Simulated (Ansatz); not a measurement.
`[F][Na]` + HCl → `[Na][Cl]` + H–F at 298.15 K and 1 bar (ligand exchange at the Na–F bond).

Calculated with Ansatz (gas phase, PBE0-D4/def2-TZVP geometries, no zero-point term in ΔE). CCSD(T)/CBS adds triple-zeta CCSD(T) − MP2 to the extrapolated MP2 energy (def2 sets, frozen cores). This one scheme is used for every species. For Na outer-core shells are correlated without core-valence functions, which leaves a few kJ/mol of doubt a bond.

```
   species  CCSD(T)/CBS energy (Eh)  H − E (kJ/mol)  S (J/(mol·K))
 `[F][Na]`               -261.92403            12.4          217.3
       HCl               -460.38127            26.6          186.8
`[Na][Cl]`               -621.93905            11.8          229.6
       H–F               -100.39570            33.5          173.6
```

H − E and S are ideal-gas, rigid-rotor, harmonic terms from PBE0-D4/def2-TZVP. 1 Eh = 2625.50 kJ/mol, R = 8.31446 J/(mol·K).

Problem. By hand: ΔE, ΔH, ΔS and ΔG.

Solution. ΔE = (-621.93905) + (-100.39570) − (-261.92403) − (-460.38127) = -0.02945 Eh = -77.3 kJ/mol. Δ(H − E) = 11.8 + 33.5 − 12.4 − 26.6 = 6.3, so ΔH = -71.0 kJ/mol. ΔS = 229.6 + 173.6 − 217.3 − 186.8 = -0.9 J/(mol·K). ΔG = -71.0 − 298.15 × (-0.9)/1000 = -70.7 kJ/mol.

Problem. By hand: the equilibrium constant, and the temperature at which ΔG would vanish if ΔH and ΔS stayed fixed.

Solution. log₁₀ K = −ΔG/(RT ln 10) = 12.4. ΔG = 0 at ΔH/ΔS = 78889 K, far beyond where these terms or the molecules hold.

The number of gas molecules stays the same, so ΔS is small and ΔH decides. A doubt of 5 kJ/mol in ΔE shifts log₁₀ K by 0.9 here. These are equilibria of isolated gas molecules and say nothing of rates. Largest T1 diagnostic: 0.013 (customary marks: 0.02 for closed shells, 0.045 for open ones).
